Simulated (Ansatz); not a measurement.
```yaml
crystal:
  periodic: [false, false, false]
  atoms:
    - {symbol: Co, position_ang: [0.000000, 0.000000, 0.000000]}
    - {symbol: Si, position_ang: [0.000000, 0.000000, 2.370000]}
basis:
  gaussian: {orbitals: def2-TZVP}
magnetization: {spin_polarized: true, initial_magnetization: 1}
hamiltonian: {xc: pbe0}
relax: {f_tol: 0.004, max_steps: 80}
```

```sh
$ ansatz run in.yaml --threads 1 --pin off --events-out ev --progress --plain --max-ram 2176MiB
```

Steps of the relaxation (energy above the last step; positions in Å, forces in eV/Å):

```
2
step 1, 165.6 meV
Co    0.000    0.000    0.000    0.000    0.000    1.299
Si    0.000    0.000    2.370    0.000    0.000   -1.299
```

```
2
step 2, 35.8 meV
Co    0.000    0.000    0.063    0.000    0.000    0.707
Si    0.000    0.000    2.307    0.000    0.000   -0.707
```

```
2
step 3, 3.4 meV
Co    0.000    0.000    0.124    0.000    0.000   -0.253
Si    0.000    0.000    2.246    0.000    0.000    0.253
```

```
2
step 5, 0.0 meV
Co    0.000    0.000    0.111    0.000    0.000   -0.001
Si    0.000    0.000    2.259    0.000    0.000    0.001
```

Close pairs at the end: Co1–Si2 2.149 Å.

A stationary point of unrestricted PBE0 after 5 steps, with ⟨S²⟩ = 1.862 against 0.75 for a pure state. 2.6 min on 1 thread of AMD EPYC 7R43, shared host.
